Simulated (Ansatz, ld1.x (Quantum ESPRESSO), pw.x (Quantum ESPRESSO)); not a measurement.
**What a changed setting does to a pw.x run (bcc Al)**

Potential: ultrasoft, ld1.x (Quantum ESPRESSO) 7.5, PBEsol; core [Ne], reference 3s2 3p1; waves: 3s (bound): rcut 1.40, rcutus 1.90 bohr; 3s channel at -0.05 Ry: rcut 1.40, rcutus 1.90 bohr; 3p (bound): rcut 1.85, rcutus 2.00 bohr; 3p channel at 0.45 Ry: rcut 1.85, rcutus 2.00 bohr; 3d channel at 0.4 Ry: rcut 1.55, rcutus 1.65 bohr; local part: all-electron potential smoothed inside 1.70 bohr (lloc = -1); core correction: none; augmentation: built from norm-conserving waves at rcut, not smoothed further.

The reference run (k-mesh 14³, cutoffs 40/600 Ry, Fermi–Dirac 0.01 Ry, mixing_beta 0.4, conv_thr 1e-9, no spin) gives 0.48 GPa at 16.575 Å³/atom, where all-electron LAPW gives 0.16 GPa. This run, with its own iteration cap, changes smearing to mp.

```
&control
  calculation='scf', prefix='x', pseudo_dir='./', outdir='./tmp', tstress=.true., disk_io='none'
/
&system
  ibrav=0, nat=1, ntyp=1, ecutwfc=40, ecutrho=600, nbnd=8,
  occupations='smearing', smearing='mp', degauss=0.01
/
&electrons
  conv_thr=1e-09, mixing_beta=0.4, electron_maxstep=50
/
ATOMIC_SPECIES
Al 1.0 Al.UPF
CELL_PARAMETERS angstrom
  -1.60619344 1.60619344 1.60619344
  1.60619344 -1.60619344 1.60619344
  1.60619344 1.60619344 -1.60619344
ATOMIC_POSITIONS crystal
Al 0.0000 0.0000 0.0000
K_POINTS automatic
14 14 14 0 0 0
```

```bash
pw.x < Al.scf.in > Al.scf.out
```

How does the run end?

It converges in 6 iterations; the free energy moves by +12.3 meV/atom and the pressure by +0.06 GPa. This scheme is built to cancel the term in the square of the width that Fermi–Dirac smearing leaves in the F of a metal.

```
Message from routine setup:
     using ibrav=0 with symmetry is DISCOURAGED, use correct ibrav instead
     lattice parameter (alat)  =       5.2572  a.u.
     unit-cell volume          =     111.8536 (a.u.)^3
     number of electrons       =         3.00
     number of Kohn-Sham states=            8
     kinetic-energy cutoff     =      40.0000  Ry
     charge density cutoff     =     600.0000  Ry
     scf convergence threshold =      1.0E-09
     Exchange-correlation= PBESOL
     number of k points=   104  Methfessel-Paxton smearing, width (Ry)=  0.0100
     iteration #  1     ecut=    40.00 Ry     beta= 0.40
     total energy              =      -4.15883655 Ry
     estimated scf accuracy    <       0.00466945 Ry
     iteration #  2     ecut=    40.00 Ry     beta= 0.40
     total energy              =      -4.15844863 Ry
     estimated scf accuracy    <       0.00152490 Ry
     iteration #  3     ecut=    40.00 Ry     beta= 0.40
     total energy              =      -4.15847636 Ry
     estimated scf accuracy    <       0.00000096 Ry
     iteration #  4     ecut=    40.00 Ry     beta= 0.40
     total energy              =      -4.15847669 Ry
     estimated scf accuracy    <       0.00000008 Ry
     iteration #  5     ecut=    40.00 Ry     beta= 0.40
     total energy              =      -4.15847669 Ry
     estimated scf accuracy    <          1.4E-09 Ry
     iteration #  6     ecut=    40.00 Ry     beta= 0.40
     the Fermi energy is     7.8482 ev
!    total energy              =      -4.15847669 Ry
     estimated scf accuracy    <          2.4E-11 Ry
     smearing contrib. (-TS)   =      -0.00007687 Ry
     The total energy is F=E-TS. E is the sum of the following terms:
     one-electron contribution =       2.82959037 Ry
     hartree contribution      =       0.00349724 Ry
     xc contribution           =      -1.59606176 Ry
     ewald contribution        =      -5.39542568 Ry
     convergence has been achieved in   6 iterations
          total   stress  (Ry/bohr**3)                   (kbar)     P=        5.38
     Message from routine punch:
     Nothing written, as per user request (disk_io='none')
```

The run took about 6.8 s on one core of a shared host (Neoverse-V1, 64 threads, 495 GiB, load 23).
